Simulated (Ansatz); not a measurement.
Geometry optimisation, RKS B3LYP-D4/STO-3G in Ansatz 0.2.0.

Input:

```yaml
crystal:
  periodic: [false, false, false]
  atoms:
    - { symbol: C, position_ang: [-0.5901, 0.7596, -0.013] }
    - { symbol: O, position_ang: [-0.7844, -0.4026, 0.662] }
    - { symbol: Mg, position_ang: [0.8258, -1.4456, 0.1757] }
    - { symbol: H, position_ang: [-0.5037, 0.6146, -1.1179] }
    - { symbol: H, position_ang: [0.2898, 1.3079, 0.2923] }
    - { symbol: H, position_ang: [-1.5138, 1.4698, 0.1815] }
    - { symbol: H, position_ang: [2.3377, -2.3717, -0.2265] }
basis:
  gaussian: { orbitals: STO-3G }
hamiltonian:
  xc: b3lyp
  dispersion: d4
relax:
  f_tol: 0.02
  max_steps: 40
scf:
  lower_state_search: "off"
```

Launched with:

```bash
$ ansatz run input.yaml --threads 1 --pin off --max-ram 2048MiB --backend cpu --events-out ev --progress --plain --runs-dir out
```

Task: Where does it end, and by what steps?

Result: The run converged. Limits of this set-up: minimal basis. After 5 steps the energy has fallen by 1.220 eV; O2 moved furthest, 0.24 Å.

```
step  energy less start (eV)  largest force component (eV/Å)  accepted
   0                  0.0000                           5.640       yes
   1                 -1.0252                           2.024       yes
   2                 -1.2080                           0.418       yes
   3                 -1.2162                           0.126       yes
   4                 -1.2192                           0.037       yes
   5                 -1.2197                           0.006       yes
```

```xyz
7
Properties=species:S:1:pos:R:3
C -0.573 0.764 -0.038
O -0.589 -0.534 0.595
Mg 0.879 -1.456 0.179
H -0.558 0.750 -1.160
H 0.276 1.433 0.262
H -1.496 1.329 0.232
H 2.121 -2.355 -0.116
```

Whether the end is a true minimum wasn't checked by a vibrational analysis.

Run time: 5.2 s on 1 thread of Arm Neoverse V2, on a shared host, peak memory 0.1 GiB.
